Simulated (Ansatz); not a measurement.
# O–B–SiH⁺, doublet: reading a ladder of total energies

Geometry: that of the O–B–SiH, singlet, kept fixed.

```json
{"atom": "O", "x (Å)": "0.0000", "y (Å)": "0.0231", "z (Å)": "1.9166"}
{"atom": "B", "x (Å)": "0.0000", "y (Å)": "0.0406", "z (Å)": "0.7114"}
{"atom": "Si", "x (Å)": "0.0000", "y (Å)": "-0.0805", "z (Å)": "-1.3157"}
{"atom": "H", "x (Å)": "0.0000", "y (Å)": "1.4394", "z (Å)": "-1.3921"}
```

Basis cc-pVDZ; Ansatz 0.2.0. Correlated methods freeze the noble-gas cores, which leaves 13 electrons in 44 orbitals. R marks a restricted (for open shells ROHF) determinant, U an unrestricted one.

Full CI isn't at hand for all of this; UCCSDT(Q) serves as the reference, and is uncertain by the last step of the cluster series or more.

UCCSD has a T1 diagnostic of 0.031 and a largest doubles amplitude of 0.06.

Runs differ by some tens of microhartree through their thresholds and, for an open shell, their frozen cores, so steps under 0.03 kcal/mol mean nothing.

Here the R and U totals at CCSDT(Q) differ by 0.34 kcal/mol, a measure of how far such totals hang on the determinant and its frozen core.

```csv
level,total energy (hartree)
UHF,-388.710684
UMP2,-389.032644
UCCSD,-389.050333
UCCSD(T),-389.064407
UCCSDT,-389.065729
UCCSDT(Q),-389.067455
```

Q: What is the correlation energy at UCCSDT(Q), and what share of it do UMP2 and UCCSDT recover?

A: E(corr) = -389.067455 − (-388.710684) = -0.356771 hartree = -9.708 eV. UMP2: -0.321960 / -0.356771 = 90.24 %. UCCSDT: -0.355045 / -0.356771 = 99.52 %.

Q: By how many kcal/mol does UCCSD(T) miss UCCSDT(Q) (1 hartree = 627.509 kcal/mol), and which steps make up the rest?

A: -389.064407 − (-389.067455) = 0.003048 hartree = 1.91 kcal/mol. Steps: UCCSDT − UCCSD(T) = -0.83, UCCSDT(Q) − UCCSDT = -1.08 kcal/mol. Differences between like states or geometries often cancel part of this.
